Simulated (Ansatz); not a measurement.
The input, for Ansatz 0.2.0:

```yaml
crystal:
  periodic: [false, false, false]
  atoms:
    - {symbol: Ge, position_ang: [0.000000, 0.000000, 1.116883]}
    - {symbol: Ge, position_ang: [0.000000, 0.000000, -1.172282]}
    - {symbol: H, position_ang: [0.000000, 1.262069, 1.996235]}
    - {symbol: H, position_ang: [0.000000, -1.262069, 1.996235]}
basis:
  gaussian: {orbitals: cc-pVDZ}
magnetization: {spin_polarized: true, initial_magnetization: 2}
hamiltonian: {xc: {name: PBE}}
output: {orbitals: {seedname: orbitals}}
```

```sh
$ ansatz run in.yaml --threads 1 --pin off --events-out ev --progress --plain --max-ram 2393MiB
```

Output:

```
742 factors; integrals over basis functions are off by at most 1.2e-3 eV
mean field evaluation 1: about -113047.5236 eV, gradient 8.0e0 eV
mean field evaluation 2: about -113047.7365 eV, gradient 5.2e0 eV
mean field evaluation 4: about -113048.0469 eV, gradient 3.5e-1 eV
mean field evaluation 8: about -113048.0481 eV, gradient 6.9e-3 eV
mean field evaluation 16: about -113043.7597 eV, gradient 8.9e0 eV
mean field evaluation 32: about -113047.7785 eV, gradient 4.4e0 eV
mean field -113048.04806012 eV, -4154.4391394903 hartree, gradient 5.3e-5 eV, S^2 2.003298; 6 other end points of the search recorded, 0 dependent functions left out
reference -113048.04809190 eV, -4154.4391406580 hartree; 34, 32 occupied and 30, 32 virtual orbitals, 742 factors
Total energy: -113048.04809190 eV, -4154.4391406580 hartree
```

Ran on 1 thread of Arm Neoverse V2, shared host: 7 s wall, 0.12 GiB peak host memory.
